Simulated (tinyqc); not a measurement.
Inside a calculation. Method: LCCD on RHF in the sto-6g basis, frozen core, for H3O+, spin multiplicity 1. One step of it, computed by the program tinyqc.

Task: LCCD: starting amplitudes. t_ij^ab = <ij||ab> / (e_i + e_j - e_a - e_b), whose energy is MP2.

orbital energies (hartree): [-21.143077, -1.829055, -1.122932, -1.122931, -0.943890, 0.113450, 0.265649, 0.265666]

Two-electron integrals over orbitals (pq|rs), unique and non-zero (hartree); the lowest 1 orbital is frozen and left out:
```
(22|22) 0.742269    (32|22) 0.000006    (32|32) 0.141130    (33|22) 0.673147
(33|32) 0.032251    (33|33) 0.680506    (42|42) 0.141127    (43|42) -0.032257
(43|43) 0.041519    (44|22) 0.673142    (44|32) -0.032255   (44|33) 0.597470
(44|44) 0.680502    (52|22) -0.026224   (52|32) 6.81e-07    (52|33) 0.004167
(52|44) 0.004166    (52|52) 0.132933    (53|22) -5.21e-07   (53|32) 0.006350
(53|33) -0.004488   (53|44) 0.004485    (53|52) -3.05e-06   (53|53) 0.037623
(54|42) 0.006349    (54|43) 0.004486    (54|54) 0.037623    (55|22) 0.728119
(55|32) -1.99e-06   (55|33) 0.658745    (55|44) 0.658742    (55|52) 0.083504
(55|53) -4.43e-06   (55|55) 0.875314    (62|22) 0.152069    (62|32) -0.000007
(62|33) 0.106459    (62|44) 0.106455    (62|52) -0.024385   (62|53) -2.40e-06
(62|55) 0.145642    (62|62) 0.088918    (63|22) -0.000023   (63|32) -0.008363
(63|33) -0.022151   (63|44) 0.022114    (63|52) -4.51e-06   (63|53) 0.007220
(63|55) -0.000026   (63|62) -0.000015   (63|63) 0.049366    (64|42) -0.008374
(64|43) 0.022134    (64|54) 0.007223    (64|64) 0.049380    (65|22) -0.071974
(65|32) -4.79e-06   (65|33) -0.041303   (65|44) -0.041299   (65|52) 0.035312
(65|53) -3.09e-06   (65|55) -0.060253   (65|62) -0.048045   (65|63) 0.000007
(65|65) 0.036327    (66|22) 0.554162    (66|32) -0.000024   (66|33) 0.521081
(66|44) 0.521101    (66|52) -0.055361   (66|53) 4.37e-06    (66|55) 0.511675
(66|62) 0.072034    (66|63) 4.94e-06    (66|65) -0.039415   (66|66) 0.497011
(72|42) 0.044877    (72|43) 0.012728    (72|54) 0.019528    (72|64) 0.036011
(72|72) 0.050870    (73|42) 0.039251    (73|43) -0.003886   (73|54) -0.005376
(73|64) -0.022907   (73|72) -0.002199   (73|73) 0.033125    (74|22) 0.153053
(74|32) 0.039251    (74|33) 0.127684    (74|44) 0.119912    (74|52) 0.038837
(74|53) -0.005377   (74|55) 0.185445    (74|62) 0.081722    (74|63) -0.022913
(74|65) -0.030408   (74|66) 0.043899    (74|74) 0.145582    (75|42) 0.040738
(75|43) -0.011801   (75|54) 0.022984    (75|64) -0.013232   (75|72) 0.011033
(75|73) 0.014668    (75|75) 0.033028    (76|42) 0.096542    (76|43) -0.039002
(76|54) -0.011768   (76|64) -0.042893   (76|72) -0.000173   (76|73) 0.048155
(76|75) 0.031920    (76|76) 0.113753    (77|22) 0.587957    (77|32) -0.032469
(77|33) 0.532090    (77|44) 0.604632    (77|52) 0.000554    (77|53) 0.010672
(77|55) 0.578687    (77|62) 0.073144    (77|63) 0.038938    (77|65) -0.023634
(77|66) 0.498279    (77|74) 0.061320    (77|77) 0.585541    (82|22) -0.000025
(82|32) -0.044874   (82|33) 0.012716    (82|44) -0.012748   (82|52) 1.10e-06
(82|53) -0.019528   (82|55) -0.000024   (82|62) -0.000008   (82|63) -0.036012
(82|65) 0.000008    (82|66) -0.000012   (82|74) 0.002186    (82|77) -0.022440
(82|82) 0.050870    (83|22) -0.153046   (83|32) 0.039259    (83|33) -0.119908
(83|44) -0.127684   (83|52) -0.038836   (83|53) -0.005373   (83|55) -0.185443
(83|62) -0.081722   (83|63) -0.022888   (83|65) 0.030403    (83|66) -0.043922
(83|74) -0.081459   (83|77) -0.096570   (83|82) 0.002215    (83|83) 0.145588
(84|42) -0.039254   (84|43) 0.003884    (84|54) 0.005374    (84|64) 0.022900
(84|72) 0.002193    (84|73) -0.030991   (84|75) -0.014667   (84|76) -0.048152
(84|84) 0.033121    (85|22) 4.70e-06    (85|32) -0.040737   (85|33) -0.011795
(85|44) 0.011803    (85|52) -0.000007   (85|53) -0.022985   (85|55) 3.21e-06
(85|62) 0.000007    (85|63) 0.013226    (85|65) -1.39e-07   (85|66) 0.000013
(85|74) -0.014665   (85|77) 0.014816    (85|82) 0.011032    (85|83) -0.014672
(85|85) 0.033027    (86|22) -3.37e-06   (86|32) -0.096533   (86|33) -0.038985
(86|44) 0.038994    (86|52) 0.000006    (86|53) 0.011763    (86|55) 0.000005
(86|62) -8.39e-07   (86|63) 0.042867    (86|65) 0.000008    (86|66) 0.000029
(86|74) -0.048148   (86|77) 0.059037    (86|82) -0.000169   (86|83) -0.048160
(86|85) 0.031914    (86|86) 0.113719    (87|42) 0.032456    (87|43) -0.036267
(87|54) -0.010672   (87|64) -0.038950   (87|72) -0.022427   (87|73) 0.017618
(87|75) 0.014812    (87|76) 0.059034    (87|84) -0.017613   (87|87) 0.049012
(88|22) 0.587963    (88|32) 0.032496    (88|33) 0.604646    (88|44) 0.532081
(88|52) 0.000555    (88|53) -0.010676   (88|55) 0.578688    (88|62) 0.073149
(88|63) -0.038972   (88|65) -0.023640   (88|66) 0.498248    (88|74) 0.096580
(88|77) 0.487474    (88|82) 0.022416    (88|83) -0.061300   (88|85) -0.014822
(88|86) -0.059061   (88|88) 0.585575
```

Give: Starting amplitudes; correlation energy.

Result:

Starting amplitudes (spin orbitals 1a, 1b, ...; amplitudes related by a flip of all spins are not repeated; the 24 largest):
```
from      to        t
3a 3b  8a 8b  -0.0524
4a 4b  7a 7b  -0.0524
3a 4b  7b 8a  -0.0293
2a 4b  6a 7b  -0.0245
2a 3b  6a 8b   0.0245
2a 2b  6a 6b  -0.0229
4a 4b  6a 6b  -0.0200
3a 3b  6a 6b  -0.0200
3a 4a  7a 8a  -0.0182
5a 5b  6a 6b  -0.0172
2a 5b  6a 6b   0.0160
2a 4a  6a 7a  -0.0137
2a 3a  6a 8a   0.0137
5a 5b  7a 7b  -0.0137
5a 5b  8a 8b  -0.0137
4a 5b  6b 7a  -0.0124
3a 5b  6b 8a   0.0124
2a 2b  7a 7b  -0.0121
2a 2b  8a 8b  -0.0121
3a 3b  7a 7b  -0.0119
4a 4b  8a 8b  -0.0119
3a 4b  7a 8b   0.0112
2a 3b  6b 8a  -0.0108
2a 4b  6b 7a   0.0108
```

correlation energy = -0.048451 hartree
